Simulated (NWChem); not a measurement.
System: Na cation

Program: NWChem. Pople sets run with spherical d functions.

Taking PBE0/6-311++G** as the yardstick, which of these has the fewest basis functions while keeping “highest occupied level (eV)” within 0.1 eV of it: PBE0/STO-3G; PBE0/6-31+G*; PBE0/3-21G; PBE0/6-31G*; PBE0/6-311G**?

PBE0/6-311G**.
```
level            basis functions  highest occupied level (eV)
---------------  ---------------  ---------------------------
PBE0/STO-3G                    9                       -39.08
PBE0/3-21G                    13                       -38.85
PBE0/6-31G*                   18                       -39.99
PBE0/6-31+G*                  22                       -40.00
PBE0/6-311G**                 26                       -39.67
PBE0/6-311++G**               30                       -39.68
```

The yardstick is one finite set, not the basis-set limit.
